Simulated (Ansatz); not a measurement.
H2S2O2, singlet: a pair in one relaxed arrangement.

The input file, in.yaml:

```yaml
crystal:
  periodic: [false, false, false]
  atoms:
    - {symbol: S, position_ang: [-0.271530, -1.053488, -1.377305]}
    - {symbol: H, position_ang: [-0.733230, 0.159158, -1.721625]}
    - {symbol: H, position_ang: [1.006391, -0.644397, -1.421982]}
    - {symbol: O, position_ang: [-0.969588, 1.273134, 1.272812]}
    - {symbol: S, position_ang: [-0.230628, 0.084597, 1.587102]}
    - {symbol: O, position_ang: [1.198586, 0.181095, 1.660999]}
basis:
  gaussian: {orbitals: "def2-TZVPPD.json"}
hamiltonian: {xc: r2scan, dispersion: d4}
```

The basis file named in the input lies beside it (Basis Set Exchange, JSON).

Run by:

```bash
ansatz run in.yaml --threads 4 --pin off --events-out ev --progress --plain --max-ram 9574MiB
```

Output of Ansatz 0.2.0:

```
Functional definition: r2SCAN
  name "r2SCAN"
  cite "Furness, Kaplan, Ning, Perdew & Sun, J. Phys. Chem. Lett. 11, 8208 (2020) doi:10.1021/acs.jpclett.0c02405"
  cite "Furness, Kaplan, Ning, Perdew & Sun, J. Phys. Chem. Lett. 11, 9248 (2020) doi:10.1021/acs.jpclett.0c03077"
  parent r2scan
  parameter k0 = 0.174
  parameter k1 = 0.065
  parameter a1 = 4.9479
  exchange = r2scan_x(k0 = k0, k1 = k1, a1 = a1)
  correlation = r2scan_c
1122 factors; their error is unknown
mean field evaluation 1: about -25787.0792 eV, gradient 7.6e1 eV
mean field evaluation 2: about -25743.1952 eV, gradient 1.7e2 eV
mean field evaluation 4: about -25796.3122 eV, gradient 6.2e0 eV
mean field evaluation 8: about -25796.3917 eV, gradient 6.3e-2 eV
mean field evaluation 16: about -25796.3655 eV, gradient 7.8e-5 eV
mean field -25796.36547037 eV, -947.9989456315 hartree, gradient 1.6e-5 eV, S^2 0.000000; 0 other end points of the search recorded, 0 dependent functions left out
reference -25796.36549434 eV, -947.9989465126 hartree; 25, 25 occupied and 191, 191 virtual orbitals, 1122 factors
Total energy: -25796.39605534 eV, -948.0000696085 hartree
```

The lines “mean field evaluation” count trial sets of orbitals through the whole run, from several starts and some on an approximate energy, so they need not fall steadily or lie above the final value.

Hardware: 4 CPU threads of an Intel Xeon 6975P-C, shared host. Wall time about 1.4 s.
